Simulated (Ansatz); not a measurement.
A made-up structure of CHMgO, doublet:

C1  (0.193, 0.356, -0.124)
O2  (-0.911, -0.203, 0.041)
Mg3  (0.580, -1.552, 0.593)
H4  (1.359, -2.865, 1.386)
(Å)

It is relaxed with PBE-D4/def2-SVP and then PBE0-D4/def2-TZVP (Ansatz 0.2.0). Atoms count as bonded within 1.22 times the sum of their covalent radii (H–H: 0.88 Å). The end point is not checked to be a true minimum.

Q: Does its bonding change? (A judgement: the text doesn't fix the answer.)

A: By the calculation: Yes. Formed: none; broken: O2–Mg3.

Where it ends: The first stage lowers the energy by 0.65 eV in 31 steps. It ends as CHMgO ([O][C][MgH]):
| atom | x (Å) | y (Å) | z (Å) |
| --- | --- | --- | --- |
| C1 | -0.4409 | -0.3100 | 0.0477 |
| O2 | -0.9741 | 0.6584 | -0.2382 |
| Mg3 | 1.2125 | -1.4588 | 1.0154 |
| H4 | 1.4244 | -3.1545 | 1.0716 |

Labels in which every atom is bracketed show which atoms are joined, not bond orders.

For scale, one of the runs: PBE0-D4/def2-TZVP relaxation, 100 basis functions, launched by `ansatz run in.yaml --threads 2 --pin off --events-out ev --progress --plain --max-ram 4352MiB`. The run took about 12 s on 2 CPU threads of an Arm Neoverse V2 (shared host).
